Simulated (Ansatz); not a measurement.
How methods differ on Si2H6O (disiloxane)

Si2H6O: 9 atoms, total charge 0, spin state singlet. SMILES: `[SiH3]O[SiH3]`. The coordinates come from a PBE0-D4/def2-TZVP relaxation.

Each level gives the electronic atomisation energy (eV). The values are calculated. Electronic energies at fixed atoms, without zero-point motion or spin-orbit coupling.

```json
{"level": "HF/cc-pVDZ", "kind": "Hartree–Fock", "program": "Ansatz", "value (eV)": "21.70", "CPU time (all runs)": "3.2 s"}
{"level": "SVWN5/cc-pVDZ", "kind": "LDA", "program": "Ansatz", "value (eV)": "31.95", "CPU time (all runs)": "5.3 s"}
{"level": "PBE/cc-pVDZ", "kind": "GGA", "program": "Ansatz", "value (eV)": "28.36", "CPU time (all runs)": "8.2 s"}
{"level": "r2SCAN/cc-pVDZ", "kind": "meta-GGA", "program": "Ansatz", "value (eV)": "28.77", "CPU time (all runs)": "14 s"}
{"level": "B3LYP/cc-pVDZ", "kind": "global hybrid", "program": "Ansatz", "value (eV)": "28.60", "CPU time (all runs)": "8.9 s"}
{"level": "wB97M-V/cc-pVDZ", "kind": "range-separated hybrid", "program": "Ansatz", "value (eV)": "29.25", "CPU time (all runs)": "63 s"}
{"level": "PBE-QIDH/cc-pVDZ", "kind": "double hybrid", "program": "Ansatz", "value (eV)": "27.93", "CPU time (all runs)": "12 s"}
{"level": "BCCD(T)/cc-pVDZ", "kind": "coupled cluster or CI", "program": "Ansatz", "value (eV)": "27.05", "CPU time (all runs)": "15 s"}
```

The values span 21.70 to 31.95 eV. CPU times are rough (shared hosts, several kinds of processor): they show what a rung costs within a factor of a few.
